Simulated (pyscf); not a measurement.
Single points on ωB97X-D3(BJ)/def2-SVP structures (PySCF, gas phase). MP2 and CC: frozen core, UHF for open shells. ΔMP2 is the change of the MP2 total energy from the triple- to the quadruple-zeta basis.

**Question.** PBE/def2-TZVP puts the barrier of Cl–C:–Cl [singlet] + hydrogen fluoride (HF) → F–CH(Cl)–Cl (insertion; singlet surface; F–H broken, C–F, C–H formed) at -5.5 kJ/mol and the reaction energy at -262.9 kJ/mol, from the separated reactants. What do r²SCAN/def2-TZVP, M06-2X/def2-TZVP, CCSD(T)/def2-TZVPP + ΔMP2(QZVPP) give on the same structures?

**Answer.** r²SCAN: ΔE‡ = 2.4 kJ/mol, ΔE = -275.2 kJ/mol; M06-2X: ΔE‡ = 48.8 kJ/mol, ΔE = -277.5 kJ/mol; CCSD(T): ΔE‡ = 52.3 kJ/mol, ΔE = -253.2 kJ/mol. PBE's barrier lies under all of them, by 7.9 to 57.8 kJ/mol. Its reaction energy lies among theirs. On the reactant side the descent ends in a bound adduct, 39.7 kJ/mol under the separated species and 71.9 kJ/mol under the saddle at ωB97X-D3(BJ)/def2-TZVP. At PBE the saddle lies under the separated reactants, which points to a path from their complex (located at ωB97X-D3(BJ) alone). At ωB97X-D3(BJ) the barrier from the zero used here is 32.3 kJ/mol. This is the saddle that the search found; another between the same sides may lie lower. The CCSD(T) − MP2 part came from Ansatz, without density fitting, on the same reference.
